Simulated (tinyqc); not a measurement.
Ways to converge the cycle: SCF convergence aids in the sto-6g basis, for H3O+, spin multiplicity 1. Computed by the program tinyqc with PySCF. RHF with one setting changed at a time; a run stops when the energy changes by less than 1e-09 hartree and the error matrix is below 1e-5. The start is the Wolfsberg-Helmholz matrix. Damping d keeps d of the old density; a shift (hartree) raises the virtual levels; DIIS n extrapolates F over n matrices.

Geometry (angstrom):
```
atom        x        y       z
O      0.0000   0.0000  0.1680
H      1.0310   0.0000  0.0000
H     -0.5160   0.8930  0.0000
H     -0.5160  -0.8930  0.0000
```

lowest restricted solution found by these runs and by PySCF = -76.031114 hartree

Largest element of the error matrix X^T (FDS - SDF) X:
```
iteration    plain  damping 0.3  damping 0.6  shift 0.4   DIIS 3   DIIS 8
1          5.7e-01      5.7e-01      5.7e-01    5.7e-01  5.7e-01  5.7e-01
2          9.8e-02      1.9e-01      3.6e-01    1.2e-01  9.8e-02  9.8e-02
3          2.2e-02      6.6e-02      2.2e-01    5.5e-02  1.5e-02  1.5e-02
4          7.4e-03      3.5e-02      1.4e-01    2.4e-02  3.4e-03  3.4e-03
5          1.8e-03      1.8e-02      8.5e-02    1.0e-02  8.4e-04  8.0e-04
6          6.7e-04      8.9e-03      5.3e-02    4.4e-03  3.2e-04  1.9e-05
8          1.2e-04      2.2e-03      2.5e-02    1.2e-03  6.2e-06        -
10         2.2e-05      5.6e-04      1.3e-02    4.4e-04        -        -
14               -      5.9e-05      3.5e-03    5.8e-05        -        -
20               -            -      4.8e-04          -        -        -
30               -            -      2.4e-05          -        -        -
```

How each run ends:
```
run          iterations  E (hartree)         state
plain                12   -76.031114  lowest found
damping 0.3          19   -76.031114  lowest found
damping 0.6          39   -76.031114  lowest found
shift 0.4            18   -76.031114  lowest found
DIIS 3                9   -76.031114  lowest found
DIIS 8                7   -76.031114  lowest found
```

What does the comparison show, and why?

6 of 6 runs reach the lowest restricted solution found, in 7 to 39 iterations (fastest: DIIS 8). Plain steps already contract here, so damping only slows them. DIIS 3 and DIIS 8 gain by cancelling the error over several earlier matrices, much as a quasi-Newton step does.
